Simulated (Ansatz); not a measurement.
**Worked example: the barrier**

An elementary step of CH$_{6}$BN, closed shell (CH₆BN ([CH3][BH][NH2]) → BNH₂ ([BH][NH]) + CH₄; bonds formed: C2–H4; bonds broken: B1–C2, N3–H4). “Start” is the structure reached by relaxing down from the saddle towards the reactants; PBE0-D4/def2-TZVP structures. The saddle:

```
9
angstrom
B -0.6257 -0.0681 -0.5555
C 0.4271 0.5740 0.7641
N -0.0975 -1.2251 -0.9727
H 0.5451 -0.5151 0.0647
H -1.5287 0.6974 -0.7269
H 1.3470 0.1631 1.2084
H 0.6864 1.5460 0.3478
H -0.3014 0.6550 1.5691
H -0.4524 -1.8273 -1.6991
```

Ansatz 0.2.0; basis: def2-TZVPP and def2-QZVPP; cores frozen in the correlated methods.

Energies in eV:

| quantity | saddle | start |
| --- | --- | --- |
| Hartree–Fock, triple zeta (X = 3) | -3277.32030 | -3281.54881 |
| Hartree–Fock, quadruple zeta (X = 4) | -3277.49220 | -3281.71489 |
| MP2 correlation, X = 3 | -14.38744 | -13.62552 |
| MP2 correlation, X = 4 | -15.29598 | -14.52645 |
| CCSD(T) correlation, X = 3 | -15.73396 | -15.05881 |

(1) Work out the barrier at the basis limit: extrapolate Hartree–Fock as E(X) = E∞ + A exp(−7.88 √X) and the MP2 correlation as E(X) = E∞ + B X^−2.97 (the exponents that Neese and Valeev fitted for def2-TZVPP and QZVPP), then add CCSD(T) − MP2 in triple zeta.

No T1 diagnostic of these runs exceeds 0.015.

Answers

(1) Each step is linear, so take the differences first (saddle − start): Hartree–Fock 4.22851 (X = 3) and 4.22269 (X = 4); MP2 correlation -0.76192 and -0.76953; CCSD(T) correlation -0.67515.
Two points give E∞ = E(4) + w [E(4) − E(3)], with w = 1/(exp(7.88 (2 − √3)) − 1) = 0.1377 for Hartree–Fock and w = 1/((4/3)^2.97 − 1) = 0.7407 for the correlation.
Hartree–Fock: 4.22269 + 0.1377 × (-0.00582) = 4.2219 eV.
MP2 correlation: -0.76953 + 0.7407 × (-0.00761) = -0.7752 eV.
CCSD(T) − MP2: -0.67515 − (-0.76192) = 0.0868 eV.
Sum: 4.2219 + (-0.7752) + 0.0868 = 3.5335 eV, or 81.48 kcal/mol. Plain CCSD(T) in triple zeta gives 3.5534 eV, so the larger basis shifts the result by -0.0199 eV.

Labels in which every atom is bracketed show which atoms are joined, not bond orders.

For scale, one of the runs: CCSD(T)/def2-TZVPP, 177 basis functions, launched by `ansatz run in.yaml --threads 2 --pin off --events-out ev --progress --plain --max-ram 4352MiB`. Hardware: 2 CPU threads of an Intel Xeon Platinum 8488C, shared host. Wall time 16 s; peak host memory 1.7 GiB.
